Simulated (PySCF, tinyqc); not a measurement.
Inside a calculation. Method: RHF in the sto-3g basis, for H2O, spin multiplicity 1. The lowest restricted solution is unstable here: a spin-polarised one lies 0.0062 hartree lower (PySCF). One step of it, computed by the program tinyqc.

Question. Iteration 1: building the Fock matrix. J_ij = sum D_kl (ij|kl), K_ij = sum D_kl (ik|jl); F = H + J - 0.5 K; E = tr D H + tr D J / 2 - 0.25 tr D K + E_nn.

D at the start:
```
            1O 1s      1O 2s    1O 2px     1O 2py     1O 2pz      2H 1s      3H 1s
1O 1s    2.083445  -0.355935  0.000000   0.000000   0.057776  -0.114100  -0.114100
1O 2s   -0.355935   1.557286  0.000000   0.000000  -0.213577   0.337011   0.337011
1O 2px   0.000000   0.000000  2.000000   0.000000   0.000000   0.000000   0.000000
1O 2py   0.000000   0.000000  0.000000   1.700396   0.000000   0.256237  -0.256237
1O 2pz   0.057776  -0.213577  0.000000   0.000000   1.921068   0.102389   0.102389
2H 1s   -0.114100   0.337011  0.000000   0.256237   0.102389   0.123932   0.046706
3H 1s   -0.114100   0.337011  0.000000  -0.256237   0.102389   0.046706   0.123932
```

core Hamiltonian H = T + V (hartree):
```
             1O 1s      1O 2s     1O 2px     1O 2py     1O 2pz      2H 1s      3H 1s
1O 1s   -32.426277  -7.543063   0.000000   0.000000  -0.008845  -0.764654  -0.764654
1O 2s    -7.543063  -9.053873   0.000000   0.000000  -0.110632  -1.980260  -1.980260
1O 2px    0.000000   0.000000  -7.222184   0.000000   0.000000   0.000000   0.000000
1O 2py    0.000000   0.000000   0.000000  -7.304767   0.000000  -1.313290   1.313290
1O 2pz   -0.008845  -0.110632   0.000000   0.000000  -7.254361  -0.839797  -0.839797
2H 1s    -0.764654  -1.980260   0.000000  -1.313290  -0.839797  -3.920007  -0.460757
3H 1s    -0.764654  -1.980260   0.000000   1.313290  -0.839797  -0.460757  -3.920007
```

Two-electron integrals (ij|kl) in chemists' order, unique and non-zero (hartree):
```
(11|11) 4.785065    (21|11) 0.741380    (21|21) 0.136873    (22|11) 1.118947
(22|21) 0.256633    (22|22) 0.817206    (31|31) 0.024477    (32|31) 0.037809
(32|32) 0.180518    (33|11) 1.115814    (33|21) 0.256684    (33|22) 0.817023
(33|33) 0.880159    (41|41) 0.024477    (42|41) 0.037809    (42|42) 0.180518
(43|43) 0.047444    (44|11) 1.115814    (44|21) 0.256684    (44|22) 0.817023
(44|33) 0.785270    (44|44) 0.880159    (51|51) 0.024477    (52|51) 0.037809
(52|52) 0.180518    (53|53) 0.047444    (54|54) 0.047444    (55|11) 1.115814
(55|21) 0.256684    (55|22) 0.817023    (55|33) 0.785270    (55|44) 0.785270
(55|55) 0.880159    (61|11) 0.075256    (61|21) 0.013794    (61|22) 0.025759
(61|33) 0.025712    (61|41) 0.000512    (61|42) 0.000973    (61|44) 0.025816
(61|51) 0.000320    (61|52) 0.000607    (61|54) 0.000065    (61|55) 0.025752
(61|61) 0.001406    (62|11) 0.213524    (62|21) 0.049721    (62|22) 0.179263
(62|33) 0.176047    (62|41) 0.003132    (62|42) 0.025678    (62|44) 0.182859
(62|51) 0.001955    (62|52) 0.016028    (62|54) 0.004252    (62|55) 0.178701
(62|61) 0.005117    (62|62) 0.052020    (63|31) 0.004814    (63|32) 0.029413
(63|43) 0.005100    (63|53) 0.003184    (63|63) 0.006827    (64|11) 0.141785
(64|21) 0.033405    (64|22) 0.128681    (64|33) 0.123112    (64|41) 0.006623
(64|42) 0.046458    (64|44) 0.137887    (64|51) 0.001129    (64|52) 0.010640
(64|54) 0.006039    (64|55) 0.124894    (64|61) 0.003561    (64|62) 0.045485
(64|64) 0.046187    (65|11) 0.088503    (65|21) 0.020852    (65|22) 0.080324
(65|33) 0.076848    (65|41) 0.001129    (65|42) 0.010640    (65|44) 0.079703
(65|51) 0.005519    (65|52) 0.036054    (65|54) 0.006882    (65|55) 0.084327
(65|61) 0.002223    (65|62) 0.028392    (65|64) 0.024569    (65|65) 0.022163
(66|11) 0.401663    (66|21) 0.094988    (66|22) 0.394895    (66|33) 0.380928
(66|41) 0.006629    (66|42) 0.077343    (66|44) 0.410782    (66|51) 0.004138
(66|52) 0.048278    (66|54) 0.018635    (66|55) 0.392560    (66|61) 0.009815
(66|62) 0.155534    (66|64) 0.155641    (66|65) 0.097152    (66|66) 0.774606
(71|11) 0.075256    (71|21) 0.013794    (71|22) 0.025759    (71|33) 0.025712
(71|41) -0.000512   (71|42) -0.000973   (71|44) 0.025816    (71|51) 0.000320
(71|52) 0.000607    (71|54) -0.000065   (71|55) 0.025752    (71|61) 0.001384
(71|62) 0.004940    (71|64) 0.003198    (71|65) 0.002150    (71|66) 0.009427
(71|71) 0.001406    (72|11) 0.213524    (72|21) 0.049721    (72|22) 0.179263
(72|33) 0.176047    (72|41) -0.003132   (72|42) -0.025678   (72|44) 0.182859
(72|51) 0.001955    (72|52) 0.016028    (72|54) -0.004252   (72|55) 0.178701
(72|61) 0.004940    (72|62) 0.039095    (72|64) 0.024252    (72|65) 0.020645
(72|66) 0.090998    (72|71) 0.005117    (72|72) 0.052020    (73|31) 0.004814
(73|32) 0.029413    (73|43) -0.005100   (73|53) 0.003184    (73|63) 0.004872
(73|73) 0.006827    (74|11) -0.141785   (74|21) -0.033405   (74|22) -0.128681
(74|33) -0.123112   (74|41) 0.006623    (74|42) 0.046458    (74|44) -0.137887
(74|51) -0.001129   (74|52) -0.010640   (74|54) 0.006039    (74|55) -0.124894
(74|61) -0.003198   (74|62) -0.024252   (74|64) -0.010659   (74|65) -0.012616
(74|66) -0.054123   (74|71) -0.003561   (74|72) -0.045485   (74|74) 0.046187
(75|11) 0.088503    (75|21) 0.020852    (75|22) 0.080324    (75|33) 0.076848
(75|41) -0.001129   (75|42) -0.010640   (75|44) 0.079703    (75|51) 0.005519
(75|52) 0.036054    (75|54) -0.006882   (75|55) 0.084327    (75|61) 0.002150
(75|62) 0.020645    (75|64) 0.012616    (75|65) 0.015612    (75|66) 0.051847
(75|71) 0.002223    (75|72) 0.028392    (75|74) -0.024569   (75|75) 0.022163
(76|11) 0.045427    (76|21) 0.010673    (76|22) 0.041749    (76|33) 0.040868
(76|44) 0.041788    (76|51) 0.000668    (76|52) 0.006554    (76|55) 0.042545
(76|61) 0.001084    (76|62) 0.011767    (76|64) 0.009076    (76|65) 0.007275
(76|66) 0.036795    (76|71) 0.001084    (76|72) 0.011767    (76|74) -0.009076
(76|75) 0.007275    (76|76) 0.003443    (77|11) 0.401663    (77|21) 0.094988
(77|22) 0.394895    (77|33) 0.380928    (77|41) -0.006629   (77|42) -0.077343
(77|44) 0.410782    (77|51) 0.004138    (77|52) 0.048278    (77|54) -0.018635
(77|55) 0.392560    (77|61) 0.009427    (77|62) 0.090998    (77|64) 0.054123
(77|65) 0.051847    (77|66) 0.238657    (77|71) 0.009815    (77|72) 0.155534
(77|74) -0.155641   (77|75) 0.097152    (77|76) 0.036795    (77|77) 0.774606
```

nuclear repulsion = 6.72719152 hartree

Give: Coulomb J; exchange K; Fock matrix F; total energy of this density.

Answer.

Coulomb J (hartree):
```
         1O 1s   1O 2s  1O 2px  1O 2py  1O 2pz  2H 1s   3H 1s
1O 1s   17.996   3.418   0.000   0.000  -0.006  0.345   0.345
1O 2s    3.418   8.511   0.000   0.000  -0.013  1.825   1.825
1O 2px   0.000   0.000   8.500   0.000   0.000  0.000   0.000
1O 2py   0.000   0.000   0.000   8.504   0.000  1.297  -1.297
1O 2pz  -0.006  -0.013   0.000   0.000   8.504  0.809   0.809
2H 1s    0.345   1.825   0.000   1.297   0.809  4.007   0.421
3H 1s    0.345   1.825   0.000  -1.297   0.809  0.421   4.007
```

exchange K (hartree):
```
        1O 1s   1O 2s  1O 2px  1O 2py  1O 2pz  2H 1s   3H 1s
1O 1s   9.778   1.713   0.000   0.000   0.005  0.177   0.177
1O 2s   1.713   2.658   0.000   0.000  -0.076  0.695   0.695
1O 2px  0.000   0.000   2.283   0.000   0.000  0.000   0.000
1O 2py  0.000   0.000   0.000   2.202   0.000  0.455  -0.455
1O 2pz  0.005  -0.076   0.000   0.000   2.266  0.265   0.265
2H 1s   0.177   0.695   0.000   0.455   0.265  0.510   0.150
3H 1s   0.177   0.695   0.000  -0.455   0.265  0.150   0.510
```

Fock matrix F (hartree):
```
          1O 1s   1O 2s  1O 2px  1O 2py  1O 2pz   2H 1s   3H 1s
1O 1s   -19.320  -4.982   0.000   0.000  -0.018  -0.509  -0.509
1O 2s    -4.982  -1.872   0.000   0.000  -0.086  -0.503  -0.503
1O 2px    0.000   0.000   0.136   0.000   0.000   0.000   0.000
1O 2py    0.000   0.000   0.000   0.099   0.000  -0.244   0.244
1O 2pz   -0.018  -0.086   0.000   0.000   0.116  -0.163  -0.163
2H 1s    -0.509  -0.503   0.000  -0.244  -0.163  -0.168  -0.115
3H 1s    -0.509  -0.503   0.000   0.244  -0.163  -0.115  -0.168
```

total energy of this density = -74.17545 hartree
